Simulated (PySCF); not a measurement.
Orbital energies and detachment energy

C₃FN₂ (charge -1).
Cartesian coordinates in Å at the PBE0-D3(BJ)/def2-SVP level; atoms count from 1:
```
atom  x, y, z in Å
N1    -2.2739   -0.8117   -0.0654
C2    -1.2282   -0.2717   -0.0588
C3     0.0016    0.3720   -0.0523
F4     0.0014    1.7491   -0.2118
C5     1.2307   -0.2536    0.1058
N6     2.2746   -0.7802    0.2394
```

Level: CAM-B3LYP/def2-SVPD (PySCF). Frontier orbitals with their largest atomic shares (Löwdin; up to four atoms above 4 %):

| orbital | ε (eV) | main atoms |
| --- | --- | --- |
| HOMO−3 | -6.79 | N6 23 %, N1 23 %, C5 21 %, C2 20 % |
| HOMO−2 | -6.51 | N1 26 %, N6 26 %, C2 21 %, C5 21 % |
| HOMO−1 | -6.20 | N1 26 %, N6 26 %, C2 22 %, C5 22 % |
| HOMO | -2.16 | ? |
| LUMO | 4.80 | C3 21 %, F4 18 %, C5 15 %, N6 15 % |
| LUMO+1 | 5.60 | C2 31 %, C5 31 %, C3 16 %, N1 8 % |
| LUMO+2 | 6.72 | N6 22 %, N1 22 %, C5 22 %, C2 22 % |

Task: What vertical detachment energy does ΔSCF give, and how far is −ε(HOMO) from it?

Result: ΔSCF: 3.06 eV (295 kJ/mol; threshold wavelength 406 nm); ⟨S²⟩ of the doublet left behind is 0.789, against 0.75 for a pure doublet. −ε(HOMO) is 2.16 eV, 0.90 eV below it. For the exact functional −ε(HOMO) would equal the first vertical ionisation energy; CAM-B3LYP (range-separated hybrid) falls short of its own ΔSCF value by 29 %. Holes in the HOMO−1 and HOMO−2 were tried too where these lie within 1.2 eV of the HOMO; the lowest converged state counts.

Task: On which atoms does the HOMO lie?

Result: C3 (carbon bonded to 2 C and F) 32 %, N1 (nitrogen bonded to C) 18 %, N6 (nitrogen bonded to C) 18 %, C2 (carbon bonded to C and N) 11 %, so no atom holds as much as 40 %. The HOMO−1 lies 4.04 eV lower.

Task: What total energies stand behind the ΔSCF value?

Result: E(N) = -323.30392 Eh and E(N − 1) = -323.19161 Eh at the same geometry, 0.11231 Eh apart.

Task: How many of the 10 lowest singlet excitations (vertical TDDFT, same level) lie below the detachment energy?

Result: 1; they run from 2.98 to 7.83 eV.

Task: Shift the occupied levels rigidly so that −ε(HOMO) equals the ΔSCF value. What binding energies result?

Result: The shift is +0.90 eV: HOMO 3.06, HOMO−1 7.10, HOMO−2 7.41, HOMO−3 7.69 eV. A rigid shift is only a rough guide to the deeper ionisations.

Geometry: PBE0-D3(BJ)/def2-SVP; no solvent, vibrations or thermal averaging. The geometry's basis has no diffuse functions.
